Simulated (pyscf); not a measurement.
`[OH][Si]([OH])([OH])[Cl]` + `[OH2]` -> `[OH][Si]([OH])([OH])[OH]` + `[ClH]` (four-centre exchange; singlet surface; Cl–Si, H–O broken, O–Si, Cl–H formed). Single points on ωB97X-D3(BJ)/def2-SVP structures (PySCF, gas phase). Energies in kJ/mol from the separated reactants.

```tsv
level	barrier	reaction energy
ωB97X-D3(BJ)/def2-TZVP	57.2	-6.3
PBE/def2-TZVP	46.9	-9.1
B3LYP-D3(BJ)/def2-TZVP	54.4	-14.1
M06-2X/def2-TZVP	(withheld)	-19.3
ωB97M-D3(BJ)/def2-TZVP	(withheld)	(withheld)
HF/def2-TZVP	110.7	-22.9
```

Task: What belongs in the gaps?

Result: 
- M06-2X/def2-TZVP, barrier: 48.4
- ωB97M-D3(BJ)/def2-TZVP, barrier: 52.8
- ωB97M-D3(BJ)/def2-TZVP, reaction energy: -14.4

The functionals in the table span 10.3 kJ/mol in this barrier, from PBE to ωB97X-D3(BJ). On the product side the descent ends in a complex, 29.8 kJ/mol under the separated species and 93.3 kJ/mol under the saddle at ωB97X-D3(BJ)/def2-TZVP. This is the saddle that the search found; another between the same sides may lie lower.
